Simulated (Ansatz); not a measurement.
The same path of C2H3O (6 atoms, charge 0, multiplicity 2) was run twice with different band settings. Lost on the way: C2–H5. Made: C1–H5.

Theory: UKS BHLYP-D4/STO-3G (Ansatz).

Relaxed end points:

```xyz
6
Properties=species:S:1:pos:R:3
C -0.820 -0.367 -0.268
C 0.349 0.362 0.278
O 0.157 -1.096 0.429
H -1.071 -0.580 -1.316
H 1.188 0.660 -0.360
H 0.239 0.958 1.190
```

```xyz
6
Properties=species:S:1:pos:R:3
C -0.173 -0.047 -0.558
C 0.549 -0.246 0.720
O -0.848 -0.392 0.711
H -0.155 -0.833 -1.321
H -0.387 0.956 -0.946
H 1.056 0.498 1.349
```

Common settings: movable images 5; climbing image yes; optimiser quadratic models (default); start path through a guess of the saddle point; force threshold 0.03 eV/Å; iteration limit 60; end points relaxed.

| run | spring |
| --- | --- |
| 1 | 5.0 eV/Å² |
| 2 | 50.0 eV/Å² |

What does each run give, and how far can it be trusted?

Run 1: converged after 34 iterations, highest image 4.143 eV above the first end. The profile has 2 maxima (images 1, 4) with wells between them (image 2): this band takes more than one step, which may be the mechanism or a detour left from its start path. Neighbouring images differ by up to 2.5 eV, so the band resolves the path poorly. A vibrational analysis at the climbing image gives one clearly imaginary mode, 1143i cm⁻¹: a first-order saddle point.
Run 2: converged after 36 iterations, highest image 4.143 eV above the first end. The profile has 2 maxima (images 1, 4) with wells between them (image 2): this band takes more than one step, which may be the mechanism or a detour left from its start path. Neighbouring images differ by up to 2.5 eV, so the band resolves the path poorly. Another band between the same ends (5 images) ends at a top of the same energy, where a vibrational analysis finds 1 clearly imaginary mode.
Limits of this set-up: minimal basis.
